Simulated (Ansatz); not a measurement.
Geometry optimisation, RKS BLYP/6-31G* (Ansatz).

The input (input.yaml):

```yaml
crystal:
  periodic: [false, false, false]
  atoms:
    - { symbol: Si, position_ang: [-0.401226, 0.299126, -0.460078] }
    - { symbol: C, position_ang: [-0.195886, -0.205037, 2.584235] }
    - { symbol: H, position_ang: [-0.513736, -0.588455, 3.5673] }
    - { symbol: H, position_ang: [0.335827, -1.003431, 2.047866] }
    - { symbol: H, position_ang: [0.485042, 0.646495, 2.730018] }
    - { symbol: H, position_ang: [0.614748, 1.066422, 0.314743] }
    - { symbol: H, position_ang: [-0.309801, 0.744387, -1.887444] }
    - { symbol: H, position_ang: [-0.069509, -1.16402, -0.407278] }
    - { symbol: O, position_ang: [-1.979661, 0.594073, 0.049809] }
    - { symbol: H, position_ang: [-2.446121, -0.176193, 0.427196] }
    - { symbol: H, position_ang: [-1.084177, 0.138634, 2.025934] }
basis:
  gaussian: { orbitals: "6-31G*" }
hamiltonian:
  xc: blyp
relax:
  f_tol: 0.03
  max_steps: 50
output:
  orbitals: {}
```

Launched with:

```bash
$ ansatz run input.yaml --threads 1 --pin off --max-ram 2048MiB --backend cpu --events-out ev --progress --plain --runs-dir out
```

**Question.** Where does it end, and by what steps?

**Answer.** It converged. The force dipped under the threshold on the way, but the program's further checks kept it going. After 33 steps the energy has fallen by 0.305 eV; H8 moved furthest, 1.95 Å.

| step | energy less start (eV) | largest force component (eV/Å) | accepted |
| --- | --- | --- | --- |
| 0 | 0.0000 | 0.678 | yes |
| 2 | -0.2246 | 0.136 | yes |
| 4 | -0.2362 | 0.108 | yes |
| 6 | -0.2450 | 0.737 | no |
| 8 | -0.2583 | 0.208 | yes |
| 10 | -0.2677 | 0.572 | yes |
| 12 | -0.2805 | 0.138 | yes |
| 14 | -0.2866 | 0.135 | yes |
| 16 | -0.2929 | 0.151 | yes |
| 18 | -0.2965 | 0.143 | yes |
| 20 | -0.2984 | 0.047 | yes |
| 22 | -0.3001 | 0.086 | yes |
| 24 | -0.3015 | 0.004 | yes |
| 26 | -0.2983 | 0.255 | no |
| 28 | -0.3026 | 0.119 | no |
| 30 | -0.3036 | 0.032 | yes |
| 32 | -0.3042 | 0.050 | yes |
| 33 | -0.3045 | 0.013 | yes |

```xyz
11
Properties=species:S:1:pos:R:3
Si -0.463 0.369 -1.454
C -0.468 -0.173 3.521
H -1.239 -0.231 4.304
H -0.112 -1.190 3.290
H 0.378 0.433 3.882
H 0.878 1.011 -1.243
H -1.363 1.328 -2.157
H -0.249 -0.838 -2.321
O -1.247 -0.004 -0.009
H -0.782 -0.650 0.557
H -0.897 0.296 2.622
```

Whether the end is a true minimum wasn't checked by a vibrational analysis.

Run time: 58 s on 1 thread of Arm Neoverse V2 (shared host), peak memory 0.13 GiB.
